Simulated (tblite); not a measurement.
Vinyl acetate, C₄H₆O₂.
Numbering: `[CH2:1]=[CH:2][O:3][C:4]([CH3:5])=[O:6]` (hydrogens: H7, H8 on C1; H9 on C2; H10, H11, H12 on C5)

Computed with GFN2-xTB (tblite), gas phase: Langevin dynamics at 300 K from the optimised GFN2-xTB geometry, time step 0.5 fs, friction 0.01 fs⁻¹, 2000 steps. The instantaneous temperature is 2·E(kin)/(3Nk) with all 3N coordinates.

| t (fs) | T (K) | E(pot) above start (eV) | C1=C2 (Å) | C2–O3 (Å) | O3–C4 (Å) | C4–C5 (Å) | C4=O6 (Å) | C1–H7 (Å) | C1–C2–O3–C4 (°) |
| --- | --- | --- | --- | --- | --- | --- | --- | --- | --- |
| 0 | 262 | 0.000 | 1.319 | 1.376 | 1.349 | 1.503 | 1.200 | 1.076 | 180 |
| 25 | 213 | 0.239 | 1.319 | 1.352 | 1.365 | 1.494 | 1.216 | 1.068 | 174 |
| 50 | 267 | 0.323 | 1.302 | 1.332 | 1.380 | 1.522 | 1.192 | 1.138 | 179 |
| 75 | 376 | 0.231 | 1.310 | 1.360 | 1.331 | 1.501 | 1.192 | 1.039 | 176 |
| 100 | 326 | 0.368 | 1.305 | 1.438 | 1.343 | 1.516 | 1.234 | 1.046 | -179 |
| 125 | 284 | 0.400 | 1.331 | 1.391 | 1.332 | 1.489 | 1.179 | 1.147 | -175 |
| 150 | 381 | 0.229 | 1.313 | 1.409 | 1.357 | 1.538 | 1.191 | 1.103 | -171 |
| 175 | 313 | 0.375 | 1.287 | 1.400 | 1.323 | 1.508 | 1.216 | 1.002 | -159 |
| 200 | 284 | 0.276 | 1.323 | 1.371 | 1.355 | 1.513 | 1.192 | 1.150 | -153 |
| 225 | 214 | 0.320 | 1.339 | 1.342 | 1.365 | 1.513 | 1.205 | 1.086 | -147 |
| 250 | 179 | 0.281 | 1.332 | 1.375 | 1.346 | 1.518 | 1.199 | 1.016 | -144 |
| 275 | 201 | 0.357 | 1.303 | 1.389 | 1.343 | 1.484 | 1.200 | 1.131 | -139 |
| 300 | 238 | 0.424 | 1.291 | 1.411 | 1.368 | 1.508 | 1.223 | 1.116 | -155 |
| 325 | 343 | 0.491 | 1.360 | 1.398 | 1.355 | 1.569 | 1.224 | 1.019 | -151 |
| 350 | 238 | 0.524 | 1.329 | 1.368 | 1.299 | 1.513 | 1.183 | 1.135 | -150 |
| 375 | 200 | 0.423 | 1.286 | 1.427 | 1.377 | 1.535 | 1.189 | 1.061 | -155 |
| 400 | 252 | 0.411 | 1.299 | 1.329 | 1.322 | 1.499 | 1.224 | 1.045 | -162 |
| 425 | 221 | 0.363 | 1.356 | 1.340 | 1.337 | 1.564 | 1.197 | 1.143 | -156 |
| 450 | 315 | 0.491 | 1.330 | 1.427 | 1.360 | 1.527 | 1.179 | 1.054 | -177 |
| 475 | 380 | 0.453 | 1.295 | 1.475 | 1.321 | 1.520 | 1.233 | 1.027 | -173 |
| 500 | 340 | 0.294 | 1.327 | 1.432 | 1.322 | 1.515 | 1.213 | 1.130 | 168 |
| 525 | 340 | 0.253 | 1.357 | 1.380 | 1.356 | 1.538 | 1.171 | 1.070 | 158 |
| 550 | 280 | 0.315 | 1.314 | 1.369 | 1.357 | 1.466 | 1.237 | 1.050 | 169 |
| 575 | 201 | 0.500 | 1.293 | 1.310 | 1.361 | 1.528 | 1.204 | 1.096 | 167 |
| 600 | 282 | 0.432 | 1.349 | 1.359 | 1.386 | 1.557 | 1.193 | 1.100 | -172 |
| 625 | 305 | 0.347 | 1.331 | 1.441 | 1.295 | 1.559 | 1.213 | 1.044 | -179 |
| 650 | 283 | 0.521 | 1.308 | 1.417 | 1.260 | 1.514 | 1.206 | 1.109 | -164 |
| 675 | 364 | 0.314 | 1.313 | 1.379 | 1.397 | 1.507 | 1.185 | 1.094 | -157 |
| 700 | 244 | 0.401 | 1.321 | 1.378 | 1.379 | 1.504 | 1.202 | 1.047 | -158 |
| 725 | 377 | 0.253 | 1.318 | 1.345 | 1.352 | 1.462 | 1.210 | 1.086 | -153 |
| 750 | 212 | 0.362 | 1.309 | 1.375 | 1.407 | 1.501 | 1.202 | 1.065 | -162 |
| 775 | 269 | 0.317 | 1.335 | 1.379 | 1.355 | 1.475 | 1.216 | 1.082 | -161 |
| 800 | 307 | 0.296 | 1.338 | 1.382 | 1.356 | 1.486 | 1.202 | 1.089 | -176 |
| 825 | 281 | 0.365 | 1.321 | 1.358 | 1.369 | 1.491 | 1.179 | 1.081 | -179 |
| 850 | 256 | 0.405 | 1.327 | 1.391 | 1.323 | 1.509 | 1.213 | 1.058 | 173 |
| 875 | 368 | 0.298 | 1.296 | 1.423 | 1.317 | 1.514 | 1.210 | 1.128 | 162 |
| 900 | 229 | 0.430 | 1.302 | 1.375 | 1.360 | 1.500 | 1.175 | 1.068 | 168 |
| 925 | 356 | 0.321 | 1.328 | 1.358 | 1.331 | 1.506 | 1.210 | 1.058 | 149 |
| 950 | 253 | 0.518 | 1.342 | 1.345 | 1.380 | 1.560 | 1.229 | 1.091 | 155 |
| 975 | 396 | 0.308 | 1.302 | 1.429 | 1.350 | 1.521 | 1.181 | 1.100 | 156 |
| 1000 | 258 | 0.468 | 1.306 | 1.412 | 1.310 | 1.432 | 1.183 | 1.037 | 152 |

**Question.** From 500 fs on, how do temperature and potential energy compare with equipartition?

**Answer.** The mean temperature of these 21 frames is 295 K against the target 300 K, and the mean potential energy 0.37 eV against 30 × kT/2 = 0.39 eV for 30 classical harmonic modes. For 12 atoms in a canonical ensemble the temperature itself scatters by T·√(2/(3N)) = 71 K; here its standard deviation is 55 K. The whole run lasts only 10 friction times of 100 fs, so these averages carry a wide statistical error.

**Question.** What are the kinetic and total energies of the listed frame with the highest potential energy?

**Answer.** The one at 350 fs, 0.524 eV above the start. Its kinetic energy is 3NkT/2 = 0.369 eV at 238 K, so the sum is 0.89 eV; over the listed frames the sum runs from 0.41 to 1.04 eV, since the thermostat adds and removes energy.

**Question.** How much do the listed bonds fluctuate from 500 fs on?

**Answer.** 
| bond | at the start (Å) | mean (Å) | standard deviation (Å) |
| --- | --- | --- | --- |
| C1=C2 | 1.319 | 1.321 | 0.017 |
| C2–O3 | 1.376 | 1.383 | 0.032 |
| O3–C4 | 1.349 | 1.349 | 0.034 |
| C4–C5 | 1.503 | 1.507 | 0.032 |
| C4=O6 | 1.200 | 1.202 | 0.017 |
| C1–H7 | 1.076 | 1.080 | 0.026 |

The motion is classical and holds no zero-point motion.

What follows is the cost of the whole dynamics run. On AMD EPYC 7R43, one thread, shared host with 256 logical CPUs at a one-minute load of 81, this took 7.1 s and 0.18 GiB of memory at its peak.
